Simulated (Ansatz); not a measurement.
A calculation with Ansatz (development build ahead of 0.2.0).

```yaml
crystal:
  periodic: [false, false, false]
  atoms:
    - { symbol: C, position_ang: [0.0, 0.0, 0.0] }
    - { symbol: H, position_ang: [1.0152, 0.0, 0.85185] }
    - { symbol: H, position_ang: [-0.82095, 0.0, 0.68886] }
basis:
  gaussian: { orbitals: "6-31G" }
hamiltonian:
  xc: hf
correlation:
  method: fci
  frozen_orbitals: { C: 1, H: 0 }
```

The input is written out in the form of the current development build from the run's settings.

Output:

```
Converged    : yes
Total energy : -38.92841 hartree
State        : lowest singlet root, of any spatial symmetry
```

Caution: another spin multiplicity may lie lower.
